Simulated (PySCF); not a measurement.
# 3-butyn-1-ol: NMR shifts and spin-spin couplings

Wanted: the NMR shifts and spin-spin couplings of 3-butyn-1-ol (`C#CCCO`), by calculation.

The runs use PySCF 2.14.0, with density-fitted response routines of our own; the level of theory stands in each step. All values are computed, except where a source is named. Atoms count from 0, in the outputs and in this text.

## 1. The starting structure

11 atoms, charge 0, multiplicity 1; geometry from: GFN2-xTB, dihedral held. The dihedral C1–C2–C3–O4 is held at 150°.

Bonds of the start (Å): C0–C1 1.20, C1–C2 1.45, C2–C3 1.53, C3–O4 1.41, C0–H5 1.05, C2–H6 1.09, C2–H7 1.09, C3–H8 1.10, C3–H9 1.10, O4–H10 0.96.

## 2. NMR shieldings: PBE0/pcSseg-1

The job: settings as JSON, then the geometry in Å.

```
{"job": {"kind": "nmr", "xc": "PBE0", "basis": "pcSseg-1", "pop": false}, "charge": 0, "multiplicity": 1}
C      2.546730     0.401433     0.198813
C      1.471746    -0.116232     0.109364
C      0.159164    -0.716175     0.005681
C     -0.954605     0.338803     0.047127
O     -2.040816    -0.147797    -0.712704
H      3.496994     0.839428     0.269837
H      0.020518    -1.452907     0.799327
H      0.080386    -1.232711    -0.955528
H     -0.580340     1.278401    -0.386553
H     -1.258218     0.537780     1.084297
H     -2.752340     0.499681    -0.702126
```

Level: GIAO PBE0/pcSseg-1 NMR shielding, non-relativistic, gas phase.

Standard output:

```text
coarse grid: 9152 points
cycle   1  E = -230.7533682064  dE =  6.033e-01  |g| = 6.447e-01  |ddm| = 3.013e+00
cycle   2  E = -230.7088296248  dE =  4.454e-02  |g| = 8.329e-01  |ddm| = 1.480e+00
cycle   3  E = -230.8329448090  dE = -1.241e-01  |g| = 9.061e-02  |ddm| = 9.284e-01
cycle   4  E = -230.8344115573  dE = -1.467e-03  |g| = 3.591e-02  |ddm| = 1.150e-01
cycle   5  E = -230.8346200797  dE = -2.085e-04  |g| = 2.190e-02  |ddm| = 3.717e-02
cycle   6  E = -230.8347354627  dE = -1.154e-04  |g| = 2.607e-03  |ddm| = 1.606e-02
cycle   7  E = -230.8347371374  dE = -1.675e-06  |g| = 2.213e-04  |ddm| = 2.285e-03
final grid: 88272 points
cycle   8  E = -230.8761438832  dE = -2.344e-05  |g| = 8.192e-03  |ddm| = 2.887e-02
cycle   9  E = -230.8761345003  dE =  9.383e-06  |g| = 1.092e-02  |ddm| = 1.706e-02
cycle  10  E = -230.8761573970  dE = -2.290e-05  |g| = 1.446e-03  |ddm| = 1.016e-02
cycle  11  E = -230.8761578377  dE = -4.407e-07  |g| = 4.249e-04  |ddm| = 1.207e-03
cycle  12  E = -230.8761578776  dE = -3.986e-08  |g| = 1.373e-04  |ddm| = 3.694e-04
cycle  13  E = -230.8761578819  dE = -4.326e-09  |g| = 2.102e-05  |ddm| = 1.084e-04
cycle  14  E = -230.8761578820  dE = -9.157e-11  |g| = 6.694e-06  |ddm| = 2.335e-05
converged SCF energy = -230.8761578820

GIAO shielding tensors (ppm)
atom      isotropic    diamagn.    paramagn.     s11        s22        s33       span
  0 C      110.769     256.141    -145.372     38.684     40.881    252.741    214.056
  1 C      100.276     263.969    -163.693     -2.386      6.424    296.790    299.177
  2 C      163.629     244.770     -81.142    142.824    166.026    182.036     39.211
  3 C      118.375     243.589    -125.215     92.274    103.767    159.083     66.808
  4 O      301.357     385.047     -83.689    246.633    265.007    392.432    145.799
  5 H       30.302      33.698      -3.397     25.219     25.243     40.443     15.224
  6 H       28.923      27.324       1.598     24.328     28.090     34.349     10.021
  7 H       29.204      27.687       1.517     24.480     29.152     33.979      9.499
  8 H       27.673      29.771      -2.098     22.848     28.393     31.779      8.931
  9 H       27.387      29.479      -2.093     23.208     27.884     31.068      7.859
 10 H       31.322      29.865       1.457     21.586     27.415     44.965     23.379
```

Run time: 5.8 s. Hardware: 1 thread, shared host.

The references, computed at this level on geometries of the same kind, shield at (ppm): ¹H TMS 31.72, ¹³C TMS 186.9, ¹⁷O H2O 336.1. Their shielding less the atom's gives the shift. The references are single molecules in the gas phase, so shifts against H2O, NH3, PH3, H3PO4 or CFCl3 are not on the usual liquid scales and can be off by tens of ppm. Each atom is listed at this fixed geometry, with no averaging over motion; a spectrum would average atoms that exchange fast.

```csv
atoms,environment,σ (ppm),δ (ppm)
C1,alkyne carbon,100.3,86.6
C0,terminal alkyne carbon,110.8,76.2
C3,sp3 CH2 bonded to O,118.4,68.6
C2,propargylic sp3 CH2,163.6,23.3
H9,hydrogen on an sp3 CH2 bonded to O,27.39,4.33
H8,hydrogen on an sp3 CH2 bonded to O,27.67,4.04
H6,hydrogen on a propargylic sp3 CH2,28.92,2.79
H7,hydrogen on a propargylic sp3 CH2,29.20,2.51
H5,hydrogen on a terminal alkyne carbon,30.30,1.42
H10,hydrogen on an alcohol oxygen,31.32,0.39
O4,alcohol oxygen,301.4,34.7
```

## 3. Spin-spin couplings: B3LYP/pcJ-1

Same as in step 2 but for these lines:

```diff
@@ -1,2 +1,2 @@
-{"job": {"kind": "nmr", "xc": "PBE0", "basis": "pcSseg-1", "pop": false}, "charge": 0, "multiplicity": 1}
+{"job": {"kind": "j", "xc": "B3LYP", "basis": "pcJ-1"}, "charge": 0, "multiplicity": 1}
 C      2.546730     0.401433     0.198813
```

With the program's defaults for keys left out, this is: B3LYP/pcJ-1 indirect spin-spin coupling, non-relativistic, gas phase.

Standard output:

```text
coarse grid: 9152 points
cycle   1  E = -231.0426050440  dE =  5.572e-01  |g| = 7.226e-01  |ddm| = 2.824e+00
cycle   2  E = -230.9568383089  dE =  8.577e-02  |g| = 1.016e+00  |ddm| = 1.504e+00
cycle   3  E = -231.1387256146  dE = -1.819e-01  |g| = 1.109e-01  |ddm| = 9.867e-01
cycle   4  E = -231.1408371936  dE = -2.112e-03  |g| = 4.385e-02  |ddm| = 1.170e-01
cycle   5  E = -231.1411254106  dE = -2.882e-04  |g| = 2.797e-02  |ddm| = 4.344e-02
cycle   6  E = -231.1413108468  dE = -1.854e-04  |g| = 3.840e-03  |ddm| = 1.862e-02
cycle   7  E = -231.1413143286  dE = -3.482e-06  |g| = 3.981e-04  |ddm| = 2.776e-03
final grid: 88272 points
cycle   8  E = -231.1931223680  dE = -1.108e-04  |g| = 5.304e-03  |ddm| = 2.297e-02
cycle   9  E = -231.1931197909  dE =  2.577e-06  |g| = 6.066e-03  |ddm| = 7.951e-03
cycle  10  E = -231.1931279072  dE = -8.116e-06  |g| = 1.322e-03  |ddm| = 4.929e-03
cycle  11  E = -231.1931281021  dE = -1.949e-07  |g| = 9.048e-04  |ddm| = 1.368e-03
cycle  12  E = -231.1931282854  dE = -1.833e-07  |g| = 2.305e-04  |ddm| = 6.080e-04
cycle  13  E = -231.1931282967  dE = -1.130e-08  |g| = 2.364e-05  |ddm| = 1.627e-04
cycle  14  E = -231.1931282968  dE = -8.487e-11  |g| = 9.907e-06  |ddm| = 2.491e-05
converged SCF energy = -231.1931282968

Indirect spin-spin couplings (Hz)
  i      j    bonds     total        FC       PSO       DSO        SD
  0 C    1 C    1    198.143   190.320     7.726     0.097         -
  0 C    2 C    2     11.967    12.294    -0.182    -0.144         -
  0 C    3 C    3      3.075     3.077     0.048    -0.051         -
  0 C    4 O    4     -1.034    -0.994    -0.078     0.038         -
  0 C    5 H    1    261.927   262.507    -0.999     0.419         -
  0 C    6 H    3      4.232     3.936     0.754    -0.457         -
  0 C    7 H    3      4.991     4.702     0.733    -0.444         -
  0 C    8 H    4     -0.206    -0.088    -0.069    -0.049         -
  0 C   10 H    5      0.552     0.540     0.332    -0.320         -
  1 C    2 C    1     73.369    74.960    -1.806     0.215         -
  1 C    3 C    2     -0.911    -0.874    -0.077     0.040         -
  1 C    4 O    3     -6.303    -6.314    -0.020     0.031         -
  1 C    5 H    2     51.895    47.153     5.975    -1.233         -
  1 C    6 H    2     -9.650    -9.541     0.025    -0.133         -
  1 C    7 H    2    -12.733   -12.632    -0.005    -0.097         -
  1 C    8 H    3      5.671     5.557    -0.142     0.256         -
  1 C    9 H    3      0.540     0.512     0.111    -0.083         -
  1 C   10 H    4      1.922     1.922     0.398    -0.398         -
  2 C    3 C    1     40.654    40.756    -0.328     0.226         -
  2 C    4 O    2    -14.102   -14.179     0.083    -0.006         -
  2 C    5 H    3      3.490     3.424     0.567    -0.501         -
  2 C    6 H    1    140.378   138.704     0.820     0.853         -
  2 C    7 H    1    138.070   136.470     0.708     0.891         -
  2 C    8 H    2     -2.492    -2.464     0.084    -0.112         -
  2 C    9 H    2     -1.727    -1.684     0.086    -0.129         -
  2 C   10 H    3     12.889    12.918     0.706    -0.735         -
  3 C    4 O    1     19.380    20.641    -1.168    -0.093         -
  3 C    5 H    4     -2.783    -2.754     0.215    -0.244         -
  3 C    6 H    2     -5.789    -5.696     0.021    -0.114         -
  3 C    7 H    2     -8.181    -8.283     0.176    -0.075         -
  3 C    8 H    1    147.954   147.013    -0.001     0.941         -
  3 C    9 H    1    146.613   145.624     0.070     0.918         -
  3 C   10 H    2     -1.467    -1.603     0.766    -0.629         -
  4 O    6 H    3      0.700     0.767    -0.157     0.090         -
  4 O    7 H    3     -6.293    -6.150    -0.028    -0.115         -
  4 O    8 H    2     -3.168    -2.778    -0.584     0.195         -
  4 O    9 H    2     -3.017    -2.567    -0.658     0.208         -
  4 O   10 H    1    -73.741   -60.947   -12.500    -0.294         -
  5 H    6 H    4     -3.717    -3.654     1.555    -1.618         -
  5 H    7 H    4     -4.296    -4.231     1.519    -1.584         -
  5 H   10 H    6     -0.156    -0.067     0.959    -1.048         -
  6 H    7 H    2    -17.824   -17.972     2.367    -2.219         -
  6 H    8 H    3     11.757    11.858     2.591    -2.692         -
  6 H    9 H    3     10.085    10.117    -0.217     0.185         -
  6 H   10 H    4     -0.897    -0.757     2.300    -2.439         -
  7 H    8 H    3      0.962     1.058     1.085    -1.181         -
  7 H    9 H    3      9.186     9.281     2.627    -2.722         -
  7 H   10 H    4      0.657     0.765     2.708    -2.816         -
  8 H    9 H    2     -7.881    -7.936     2.181    -2.125         -
  8 H   10 H    3      1.182     1.386     0.813    -1.017         -
  9 H   10 H    3      0.933     1.119     0.837    -1.022         -
```

Run time: 14 s. Hardware: 1 thread, shared host.

Couplings of 1 Hz or more, nine at most for each number of bonds (isotopes 13C, 1H, 17O):

```csv
pair,bonds,J (Hz),Fermi contact (Hz),dihedral (°)
C0–H5,1,261.9,262.5,–
C0–C1,1,198.1,190.3,–
C3–H8,1,148.0,147.0,–
C3–H9,1,146.6,145.6,–
C2–H6,1,140.4,138.7,–
C2–H7,1,138.1,136.5,–
O4–H10,1,-73.7,-60.9,–
C1–C2,1,73.4,75.0,–
C2–C3,1,40.7,40.8,–
C1–H5,2,51.9,47.2,–
H6–H7,2,-17.8,-18.0,–
C2–O4,2,-14.1,-14.2,–
C1–H7,2,-12.7,-12.6,–
C0–C2,2,12.0,12.3,–
C1–H6,2,-9.7,-9.5,–
C3–H7,2,-8.2,-8.3,–
H8–H9,2,-7.9,-7.9,–
C3–H6,2,-5.8,-5.7,–
C2–H10,3,12.9,12.9,-180
H6–H8,3,11.8,11.9,153
H6–H9,3,10.1,10.1,34
H7–H9,3,9.2,9.3,152
C1–O4,3,-6.3,-6.3,150
O4–H7,3,-6.3,-6.2,31
C1–H8,3,5.7,5.6,30
C0–H7,3,5.0,4.7,–
C0–H6,3,4.2,3.9,–
H5–H7,4,-4.3,-4.2,–
H5–H6,4,-3.7,-3.7,–
C3–H5,4,-2.8,-2.8,–
C1–H10,4,1.9,1.9,–
C0–O4,4,-1.0,-1.0,–
```

The spin-dipole term was not solved, so all couplings lack that part.

The response was solved for the nuclei of C, H alone, so couplings that need other nuclei can be missing.

Quadrupole couplings from the field gradients of the same density:

```csv
atom,isotope,eQq/h (MHz),η
O4,17O,12.2,0.87
```

## 4. What came out

| quantity | value |
| --- | --- |
| ¹³C shifts against TMS (PBE0/pcSseg-1) | 86.6, 76.2, 68.6, 23.3 ppm |
| ¹H shifts against TMS (PBE0/pcSseg-1) | 4.33, 4.04, 2.79, 2.51, 1.42, 0.39 ppm |
| ¹⁷O shifts against H2O (PBE0/pcSseg-1) | 34.7 ppm |
| largest coupling of the table (B3LYP/pcJ-1) | ¹J(C,H) C0–H5, 261.9 Hz |

Shifts at one fixed geometry are not the observed spectrum, which averages over the motion. The geometry holds a dihedral fixed, so it need not be a minimum. At PBE0/pcSseg-1: The largest span, 299 ppm, is at C1, where the paramagnetic term is -164 ppm. In the run at B3LYP/pcJ-1, the largest coupling of the table is C0–H5, 261.9 Hz, of which the Fermi-contact term gives 262.5 Hz.
